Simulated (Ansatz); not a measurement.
System: hcp Os. Method: r²SCAN in Ansatz (PAW).

Run with plane-wave cutoff 500 eV, 24×24×1 k mesh (along the axes of the cell as run), Fermi–Dirac smearing 0.1 eV, scalar-relativistic PAW data made under PBE.

Estimate the surface energy of the (0001) face and work function of the (0001) face that the calculation returns.


surface energy of the (0001) face: 3.17 J/m²
work function of the (0001) face: 5.35 eV

The slab of 6 atoms is relaxed and unreconstructed.

Spin–orbit coupling is not included.

Computing time: about 7 core-minutes (a rough figure).

Ansatz is a first-principles code.
